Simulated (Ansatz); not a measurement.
```json
{"atom": "C", "x (Å)": "1.2120", "y (Å)": "0.0399", "z (Å)": "-0.0290"}
{"atom": "C", "x (Å)": "0.3395", "y (Å)": "1.1083", "z (Å)": "0.0110"}
{"atom": "C", "x (Å)": "-1.0004", "y (Å)": "0.6658", "z (Å)": "-0.0074"}
{"atom": "C", "x (Å)": "-1.0027", "y (Å)": "-0.7101", "z (Å)": "0.0407"}
{"atom": "C", "x (Å)": "0.3801", "y (Å)": "-1.1536", "z (Å)": "0.0485"}
{"atom": "H", "x (Å)": "2.3332", "y (Å)": "-0.0174", "z (Å)": "-0.0252"}
{"atom": "H", "x (Å)": "0.6717", "y (Å)": "2.1951", "z (Å)": "-0.0306"}
{"atom": "H", "x (Å)": "-1.8657", "y (Å)": "1.3146", "z (Å)": "0.0357"}
{"atom": "H", "x (Å)": "-1.9010", "y (Å)": "-1.3577", "z (Å)": "0.0188"}
{"atom": "H", "x (Å)": "0.6994", "y (Å)": "-2.1710", "z (Å)": "0.0480"}
```

RHF-MP2 on singlet C5H5(-) was run in several spherical basis sets with Ansatz (development build ahead of 0.2.0). Frozen core: 5 orbitals. Caution: no diffuse functions for an anion.

Q: Rank the basis sets by the total energy that they give, lowest first, with the distance from the lowest.
A. cc-pVDZ
B. def2-SVP
C. 6-31G(d)

A: A (0.00 eV), C (1.77 eV), B (4.32 eV).

Totals follow the description of the cores as much as that of the bonds, so this order isn't one of quality for chemistry.
